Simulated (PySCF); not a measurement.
**Which is lower?**

Two relaxed structures of CH₃AlO, closed shell (PBE0-D4/def2-TZVP; forces vanish, vibrations not checked).

A:

C1  (-0.009, -0.328, -0.751)
O2  (0.223, -0.966, 0.571)
Al3  (-0.055, 0.698, 0.825)
H4  (-0.902, -0.709, -1.248)
H5  (0.862, -0.390, -1.404)
H6  (-0.135, 1.720, 2.012)
(Å)

B:

```xyz
6
angstrom
C -0.1529 -0.3061 -1.3083
O 0.2485 0.4045 2.0308
Al 0.0881 -0.2373 0.4862
H -1.0762 -0.7812 -1.6426
H 0.7102 -0.6366 -1.8879
H 0.2103 1.3216 2.2965
```

Computed with PySCF 2.14 with density fitting (its default auxiliary sets; JK sets also for MP2 and CCSD(T)) (basis: def2-TZVPP); correlated methods freeze the cores. B3LYP uses VWN-RPA correlation.

Task: Which structure is lower at CCSD(T), and by how much? (An estimate is asked for; the value comes from the calculation.)

Result: Computed: B, by 8.84 kcal/mol (electronic energy, against the other). By their contacts, A is CH₃AlO ([CH2]1[O][AlH]1) and B is CH₃AlO ([CH2][Al][OH]).

All methods give the same order:

| method | E(B) − E(A) (kcal/mol) |
| --- | --- |
| PBE-D4 | -6.43 |
| r2SCAN-D4 | -6.24 |
| PBE0-D4 | -5.84 |
| B3LYP-D4 | -7.60 |
| wB97M-V | -5.84 |
| HF | -5.36 |
| MP2 | -9.05 |
| CCSD | -8.30 |
| CCSD(T) | -8.84 |

No T1 diagnostic of these runs exceeds 0.017. The restricted Hartree–Fock reference is unstable towards an unrestricted one at one or more of these structures.

Labels in which every atom is bracketed show which atoms are joined, not bond orders.

For scale, one of the runs: CCSD(T)/def2-TZVPP, 146 basis functions, launched by `OMP_NUM_THREADS=2 python run.py`. Time: 61 s of wall clock on 2 CPU threads of an INTEL XEON PLATINUM 8581C; the host was shared. Peak host memory: 0.81 GiB.
